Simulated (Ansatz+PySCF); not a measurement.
Values are calculated unless marked as measured or tabulated.
# Several solutions for singlet BH

```csv
atom,x (Å),y (Å),z (Å)
B,0.0000,0.0000,-0.4905
H,0.0000,0.0000,2.4525
```

Basis set: 6-31G (spherical functions). Charge 0, multiplicity 1.

PBE0 (unrestricted) was run from several starts with Ansatz (development build ahead of 0.2.0) and PySCF 2.14.0.

```
run  program                        start  converged  energy (hartree)  <S²>
  A   Ansatz      atomic start, no search        yes         -25.08844  0.00
  B   Ansatz  search for the lowest state        yes         -25.11409  0.83
  C   Ansatz      stability test followed        yes         -25.11409  0.83
  D    PySCF             program defaults        yes         -25.08844  0.00
```

Which runs reached the lowest solution of this kind, and what is wrong with the others?

B, C reached the lowest solution found. Converged but too high: A by 0.70 eV, D by 0.70 eV. Convergence only shows a stationary point, and even a stable one can lie too high; stability tests and further starts are what find lower ones. Caution: charge can spread falsely over distant fragments. Caution: the unrestricted determinant is a mixture of spin states.
